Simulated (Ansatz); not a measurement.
# Rubidium, bcc: convergence with Gaussian smearing

Computed with Ansatz, r²SCAN, scalar-relativistic PAW, on the relaxed cell (a = 5.735 Å; spin not included). Errors count from a run at 500 eV on a Γ-centred 13×13×13 mesh with Fermi-Dirac smearing of 0.1 eV, extrapolated to zero width. Fixed here: cutoff 500 eV, mesh 8×8×8. The SCF starts from atomic densities corrected by a trained network.

```csv
width (eV),E(σ→0) error (meV/atom),F error (meV/atom),P (GPa),SCF iterations
0.01,7.4,7.2,0.02,7
0.03,7.0,6.5,0.02,7
0.1,6.6,3.1,0.02,7
0.2,4.8,-5.7,0.02,7
0.3,3.0,-17.9,0.03,7
0.6,-0.1,-76.4,0.05,6
1.0,-1.6,-211.6,0.13,6
```
